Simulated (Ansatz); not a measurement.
System: sulfur monoxide, SO, net charge 0, triplet state. 
Structure (B3LYP-D3(BJ)/def2-TZVP (Ansatz, a program for electronic structure) minimum search):
```xyz
2

O      0.0000     0.0000    -0.9933
S      0.0000     0.0000     0.4966
```
Charge 0, spin multiplicity 3.

Basis-set convergence of Hartree-Fock and CCSD correlation energies (hartree) with Ansatz. Cores are frozen in the correlated levels unless marked. UHF or UKS for open shells. Spin-orbit coupling is left out. Non-relativistic.

```csv
basis,functions,E(HF),"E(corr, CCSD)"
cc-pV(D+d)Z,37,-472.35681,-0.30681
cc-pV(T+d)Z,69,-472.40709,-0.38916
cc-pV(Q+d)Z,119,-472.41782,-0.41642
cc-pV(5+d)Z,191,-472.42045,-0.42645
```

Extrapolating the two largest sets (X = 4 and 5) as X^-3: E(corr) = (125·(-0.42645) - 64·(-0.41642))/61 = -0.4370 Eh, an estimate of the basis-set limit. The largest set recovers 97.6 % of it, the smallest 70.2 %.
